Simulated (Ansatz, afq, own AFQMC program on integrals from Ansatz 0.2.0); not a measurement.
InH2⁺, singlet in def2-TZVP, levels against full CI

```xyz
3

In    0.0000    0.0000    0.0000
H     0.0000    0.0000   -2.5098
H     0.0000    0.0000    2.5098
```

Basis def2-TZVP with its core potentials. Noble-gas cores (and the filled d shells of Ga–Kr and In–Xe) are frozen. Ansatz 0.2.0 and our own AFQMC program on the same integrals; the CISD trial comes from CCSD amplitudes, and released means the phaseless constraint is let go. ± is one standard error of the sampling. No spin–orbit coupling.

Determinant: RHF, the one that the program's search chose, which needn't be the lowest solution. The geometry is a point of a scan.

Full CI on the same integrals is exact in this basis and with this determinant's frozen core.

Cautions: no spin-orbit coupling; inner d shell frozen; restricted determinant unstable towards unrestricted (UHF 2.12 eV lower, ⟨S²⟩ 1.02); strong correlation (T1 0.086, weight of the determinant 0.69, largest double 0.54); the CCSD(T) amplitudes may be one of several solutions (largest double 0.54); the CCSDT(Q) amplitudes may be one of several solutions (largest double 0.58); the released energies are still falling, so no released level is given (meV from the phaseless value at times in 1/Eh: -3 ± 3 at 0.24, -8 ± 3 at 0.51, -13.0 ± 2.3 at 0.99, -18.9 ± 2.2 at 1.62, -22.9 ± 2.1 at 2.40).

The T1 diagnostic is 0.0857. The weight of the determinant in the CISD state is 0.686. The size of the correlated space is 4 electrons in 53 orbitals.

Reference: full CI, correlation energy -3.425 eV. The cautions show a poor starting determinant, so the rows tell how each method copes with it here, and full CI is the sure value.

```
        level  E − E(reference) (kJ/mol)  share of correlation (%)
           HF                      330.4                      0.00
          MP2                      144.7                     56.22
         CCSD                       12.1                     96.34
      CCSD(T)                       -2.8                    100.86
        CCSDT                       -1.9                    100.56
     CCSDT(Q)                        0.1                     99.96
ph-AFQMC/CISD                  4.7 ± 0.3                     98.57
```

CCSDT and higher add their correlation energy to the determinant of the CCSD(T) run, since their own runs factorise the integrals more tightly (a shift of under 2 meV). A walk keeps the symmetry of its determinant, which the program's search chose and which needn't be the lowest solution, so a lower state of the same spin and another symmetry isn't excluded.
